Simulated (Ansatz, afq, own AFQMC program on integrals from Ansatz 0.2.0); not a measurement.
**CH4Cl, doublet: AFQMC among the cluster methods**

```yaml
atoms:
  - { symbol: Cl, position_ang: [-0.8119, 0.0000, 0.0000] }
  - { symbol: H, position_ang: [0.4669, 0.0000, 0.0000] }
  - { symbol: C, position_ang: [1.8831, 0.0000, 0.0000] }
  - { symbol: H, position_ang: [1.8831, -1.0800, 0.0000] }
  - { symbol: H, position_ang: [1.8831, 0.5400, 0.9353] }
  - { symbol: H, position_ang: [1.8831, 0.5400, -0.9353] }
```

Connectivity, by distances: Cl ··· CH3, 1 bridging H.

Basis cc-pVTZ. Only valence electrons are correlated. Ansatz 0.2.0 and our own AFQMC program on the same integrals; the CISD trial comes from CCSD amplitudes, and released means the phaseless constraint is let go. Error bars are statistical, one sigma.

Determinant: UHF, the one that the program's search chose, which needn't be the lowest solution. The geometry is a point of a scan.

No full CI on the walks' own integrals is used here. The released AFQMC energy serves as the reference, which it does only where one determinant dominates, the energy is flat over the last release times and near the phaseless one (40 meV or 2 meV an electron, half that with transition metals). On small molecules, where full CI could be run and the noise was under 10 meV, such values lay within 10 meV of it in 19 cases of 20, a flattering rate, since the rule was set on those same cases; what remains of the bias isn't in the error bar.

Cautions: the released value is read at 1.50 1/Eh with a noise of 12 meV, more than in the cases checked (meV from the phaseless value at times in 1/Eh: -17 ± 3 at 0.24, -22 ± 4 at 0.51, -14 ± 6 at 0.99, -9 ± 12 at 1.50).

```
T1 diagnostic                               : 0.0109
weight of the determinant in the CISD state : 0.862
⟨S²⟩ of the determinant                     : 0.772
size of the correlated space                : 15 electrons in 114 orbitals
```

```csv
level,correlation energy (eV)
MP2,-10.2684
CCSD,-11.2905
CCSD(T),-11.6868
```

**Question.** Estimate where AFQMC with the constraint released lies against CCSD(T) on the same integrals.

**Answer.** 3.2 ± 1.2 kJ/mol below CCSD(T).

Reference: AFQMC with the constraint released, correlation energy -11.720 ± 0.012 eV.

| level | E − E(reference) (kJ/mol) | share of correlation (%) |
| --- | --- | --- |
| CCSD(T) | 3.2 ± 1.2 | 99.72 |
| ph-AFQMC/CISD | 0.8 ± 1.3 | 99.93 |

A walk keeps the symmetry of its determinant, which the program's search chose and which needn't be the lowest solution, so a lower state of the same spin and another symmetry isn't excluded. Released energies are given only where the last usable release times agree within the noise; a slower fall can still hide under it.
